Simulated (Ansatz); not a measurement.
C2H4N2S2, SMILES `N/C=N/C(=S)S` from Hartree–Fock to CCSD(T)

```
atom   x (Å)   y (Å)   z (Å)
  N1  -0.380   2.147   0.179
  C2   0.065   0.903   0.332
  N3  -0.341  -0.054  -0.426
  C4   0.092  -1.322  -0.140
  S5   0.724  -1.888   1.270
  S6  -0.171  -2.319  -1.553
  H7  -0.031   2.896   0.747
  H8  -1.066   2.344  -0.531
  H9   0.795   0.739   1.130
 H10   0.313  -3.446  -1.007
```

The species carries charge 0 and has multiplicity 1. Geometry: relaxed with PBE0-D4/def2-TZVP. It is one conformer, not always the lowest. Frozen core, restricted reference, Ansatz. CBS rows extrapolate triple and quadruple zeta; past MP2 they add the triple-zeta difference.

```tsv
basis	HF (Eh)	MP2 corr.	CCSD corr.	(T)	CCSD(T) total
def2-SVP	?	-0.84423	-0.88838	?	?
def2-TZVPP	?	?	-1.10128	-0.05828	?
def2-QZVPP	-982.14013	-1.14585	–	–	–
CBS(def2)	-982.14436	-1.20559	-1.24167	as TZ	-983.44431
```

Question: Fill in the withheld values. (Best estimate.)

Answer: The calculation gave: def2-SVP HF (Eh): -981.61572; def2-SVP (T): -0.03559; def2-SVP CCSD(T) total: -982.53969; def2-TZVPP HF (Eh): -982.10943; def2-TZVPP MP2 corr.: -1.06520; def2-TZVPP CCSD(T) total: -983.26899.
